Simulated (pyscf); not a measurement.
Single points on ωB97X-D3(BJ)/def2-SVP structures (PySCF, gas phase).

SMILES: [F][W]([Cl])(=[Se])=[Se]
```xyz
5

F      1.0937     1.2465    -0.8498
W      0.7470    -0.2562     0.1779
Cl     1.0426     0.0678     2.3871
Se    -1.3494    -0.9120    -0.1539
Se     2.0759    -1.9171    -0.4631
```
Charge 0, spin multiplicity 1.

Question: How much does it cost (ΔH, 298 K, ωB97M-D3(BJ)/def2-TZVP) to split F–W(Cl)(=Se)=Se (SMILES [F][W]([Cl])(=[Se])=[Se]) at its Cl–W bond into [F–W(=Se)=Se]• + Cl•?

Answer: Cl–W to [F–W(=Se)=Se]• + Cl•: 404.4 kJ/mol. The 7 functionals that were run give +393.1 (M06-2X) to +442.4 kJ/mol (PBE). The radicals are drawn with the spin at the cut bond; how far it spreads was not checked. Other isomers of [F–W(=Se)=Se]• were not searched in full and may lie lower. Left out: the spin-orbit lowering of Cl. Open-shell species with a d-block atom are single-reference here; other states, and whether the spin sits on metal or ligand, were not checked. Elements up to Kr have no core potential and no relativistic terms here. Elements past Kr carry the def2 core potentials, without spin-orbit coupling.
